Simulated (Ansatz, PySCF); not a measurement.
This PySCF input computes a PBE/def2-TZVPD energy:

```python
from pyscf import gto, scf, dft

mol = gto.M(
    atom='''
    B     0.00000000   -0.00000000   -0.00000000
    Cl    0.00508444    1.74500655   -0.02473757
    Cl    1.50850421   -0.87734968   -0.01892724
    Cl   -1.51358865   -0.86765687    0.04366481
    ''',
    basis='def2-tzvpd',
    charge=0,
    spin=0,
    verbose=4,
)

mf = dft.RKS(mol, xc='pbe').density_fit(auxbasis='def2-universal-jkfit')
mf.grids.level = 3
mf.conv_tol = 1e-9
mf.max_cycle = 100
mf.max_memory = 1500
mf.kernel()
if not mf.converged:
    mf = mf.newton()
    mf.kernel(mf.make_rdm1())
mf.analyze()
```

### Question
Write an input for the same energy in Ansatz (a program for electronic structure) and say what it gives.

### Answer

Ansatz 0.2 input:
```yaml
crystal:
  periodic: [false, false, false]
  atoms:
    - {symbol: B, position_ang: [0.00000000, -0.00000000, -0.00000000]}
    - {symbol: Cl, position_ang: [0.00508444, 1.74500655, -0.02473757]}
    - {symbol: Cl, position_ang: [1.50850421, -0.87734968, -0.01892724]}
    - {symbol: Cl, position_ang: [-1.51358865, -0.86765687, 0.04366481]}
basis:
  gaussian:
    orbitals: def2-TZVPD
hamiltonian:
  xc: {name: PBE}
output: {forces: true}
```
It gives -1405.02323 Eh, and PySCF -1405.02327 Eh, a difference of 0.04 mEh, from the treatment of integrals and grids.
